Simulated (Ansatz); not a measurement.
```yaml
crystal:
  periodic: [false, false, false]
  atoms:
    - {symbol: O, position_ang: [-0.579088, 1.035436, -0.911490]}
    - {symbol: C, position_ang: [-0.134616, -0.019760, 0.007861]}
    - {symbol: C, position_ang: [0.717667, 0.018341, 1.310059]}
    - {symbol: O, position_ang: [-0.520704, -1.347052, 0.017433]}
    - {symbol: H, position_ang: [-1.304282, 0.603969, -1.594870]}
    - {symbol: H, position_ang: [1.868286, -0.362614, 1.119375]}
basis:
  gaussian: {orbitals: aug-cc-pVDZ, point_charges: [{charge: 2.00, position_ang: [5.628, 0.802, -0.163]}]}
hamiltonian: {xc: {name: wPBEh}, pseudopotentials: {relativity: scalar}}
output: {forces: true}
```

```sh
$ ansatz run in.yaml --threads 2 --pin off --events-out ev --progress --plain --max-ram 4352MiB
```

Output, abridged:

```
Functional definition: wPBEh
940 factors; their error is unknown
170 factors; integrals over basis functions are off by at most 1.0e-6 eV
mean field evaluation 1: about -6189.2456 eV, gradient 4.4e1 eV
mean field evaluation 2: about -6171.2845 eV, gradient 1.0e2 eV
mean field evaluation 4: about -6192.8603 eV, gradient 6.2e0 eV
mean field evaluation 8: about -6192.9401 eV, gradient 8.4e-2 eV
mean field evaluation 16: about -6192.9461 eV, gradient 1.6e-4 eV
mean field -6192.94612824 eV, -227.5865724830 hartree, gradient 2.5e-5 eV, S^2 0.000000; 0 other end points of the search recorded, 0 dependent functions left out
reference -6192.94618643 eV, -227.5865746216 hartree; 15, 15 occupied and 95, 95 virtual orbitals, 940 factors
Total energy: -6192.94618643 eV, -227.5865746216 hartree
Relativity: scalar
Atom 0 at    -0.579088     1.035436    -0.911490 Å, force    -0.680996    -4.764560     1.002330 eV/Å
Atom 1 at    -0.134616    -0.019760     0.007861 Å, force    -1.300896    -3.890525    -0.493651 eV/Å
Atom 2 at     0.717667     0.018341     1.310059 Å, force    -0.515108    -0.773570    -3.180330 eV/Å
Atom 3 at    -0.520704    -1.347052     0.017433 Å, force     2.346252     7.551345     0.223175 eV/Å
Atom 4 at    -1.304282     0.603969    -1.594870 Å, force     2.464748     1.192600     2.590718 eV/Å
Atom 5 at     1.868286    -0.362614     1.119375 Å, force    -2.248510     0.715919    -0.167978 eV/Å
Dipole moment:    -0.342315     0.198676    -0.454384 e Å
```

It took 1.7 s on 2 threads of an Arm Neoverse V2 on a shared host, with 0.34 GiB of host memory at the peak.
